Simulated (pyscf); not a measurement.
**Substitution at N: H₃C–CH₂–NH₂ + H• → •H₂C–CH₃ + NH₃**

Gas phase, doublet surface, charge 0. Bonds broken: C1–N9. Bonds formed: N9–H10. Structures and frequencies: ωB97X-D3(BJ)/def2-SVP in PySCF. Correlated levels are frozen-core, on RHF or UHF. ΔMP2 is the change of the MP2 total energy from the triple- to the quadruple-zeta basis.

Transition state (Å):

```xyz
11

C      0.1057     0.1022    -0.2697
C     -0.6698     0.3987     0.9956
H     -0.7918     1.7615    -1.4238
H     -0.3595    -0.6623    -0.9055
H      1.1608    -0.1457    -0.0948
H     -0.2029     1.2106     1.5791
H     -0.7264    -0.4824     1.6632
H     -1.7087     0.6990     0.7761
N      0.2019     1.5172    -1.3518
H      0.5582     2.1544    -2.4266
H      0.5651     2.2220    -0.7010
```

One imaginary mode, 1651i cm⁻¹; descent along it reached the two sides named.

```tsv
bond	change	reactant side (Å)	saddle	product side
C1–N9	breaks	1.457	1.784	3.4
N9–H10	forms	2.575	1.299	1.021
```

Electronic energies relative to the separated reactants (kJ/mol):

```csv
level,barrier,reaction energy,reverse barrier
ωB97X-D3(BJ)/def2-TZVP,104.5,-88.6,193.0
PBE/def2-TZVP,54.8,-90.8,145.6
r²SCAN/def2-TZVP,58.9,-109.7,168.6
B3LYP-D3(BJ)/def2-TZVP,68.1,-105.6,173.7
PBE0-D3(BJ)/def2-TZVP,82.0,-89.0,171.0
M06-2X/def2-TZVP,100.0,-87.2,187.1
ωB97M-D3(BJ)/def2-TZVP,95.9,-92.6,188.5
HF/def2-TZVP,175.5,-107.8,283.3
MP2/def2-QZVPP,114.7,-78.0,192.8
CCSD/def2-TZVPP,102.5,-104.1,206.6
CCSD(T)/def2-TZVPP,93.3,-97.1,190.4
CCSD(T)/def2-TZVPP + ΔMP2(QZVPP),89.7,-97.7,187.3
```

With CCSD(T)/def2-TZVPP + ΔMP2(QZVPP) energies and thermal terms (ideal gas, 1 atm, RRHO with modes under 100 cm⁻¹ raised to 100, one conformer, R ln 2 for chiral ones without a mode under 150 cm⁻¹), in kJ/mol:

```csv
T (K),ΔH‡,ΔG‡,ΔH,ΔG
298,89.5,117.2,-93.4,-112.4
600,87.4,146.1,-95.0,-131.2
900,85.9,175.8,-98.9,-148.6
1200,84.6,205.9,-103.5,-164.4
```

Abstraction by the radical was not located in this set and often lies lower. This is the saddle that the search found; another between the same sides may lie lower. The angle at the attacked N is 155°. The CCSD(T) − MP2 part came from Ansatz, without density fitting, on the same reference.
